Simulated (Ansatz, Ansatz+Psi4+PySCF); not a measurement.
```tsv
atom	x (Å)	y (Å)	z (Å)
B	0.0000	0.0000	-0.5181
O	0.0000	0.0000	0.5181
```

Basis set: cc-pVTZ (spherical functions). Left uncorrelated: 2 orbitals. Correlation on ROHF uses semicanonical orbitals with singles. Charge 0, multiplicity 2.

Computed with Ansatz (development build ahead of 0.2.0); the reference of a correlated method needn't be the lowest determinant of its kind.

Give the atomization energy at this shape (free ground-state atoms in the same class of orbitals less the molecule, no zero-point energy) of doublet BO by UHF-BCCD(T), ROHF-CCSD(T).

```
      method  atomization energy
 UHF-BCCD(T)     141.60 kcal/mol
ROHF-CCSD(T)     141.66 kcal/mol
```

Caution: the reference determinant was not shown to be the lowest; the shape is not the minimum.
